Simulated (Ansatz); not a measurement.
C₄H₈ (`C1CCC1`). Charge 0, multiplicity 1.

Cartesian coordinates in Å:
```
C 0.5960 0.1498 -0.8900
C 0.4396 -0.9768 0.1497
C -0.7807 -0.2238 0.7144
C -0.2549 1.0508 0.0260
H 0.0660 -0.0882 -1.8154
H 1.6049 0.4800 -1.1429
H 1.2689 -0.9778 0.8611
H 0.2926 -1.9952 -0.2136
H -1.7085 -0.5698 0.2527
H -0.9175 -0.2046 1.7968
H 0.3736 1.6358 0.7016
H -0.9800 1.7199 -0.4403
```

(1) Give the diagnostics of a CCSD(T)/def2-TZVPP run (frozen core, the Gaussian-basis code of Ansatz). (Best estimate.)

Results:

(1) Computed: T1 = 0.0081, largest single amplitude 0.011, largest double 0.022, (T) share of the correlation energy 3.9 %, 8 CCSD cycles. The RHF solution is stable towards an unrestricted one. T1 lies under the customary mark of 0.02 for closed shells.
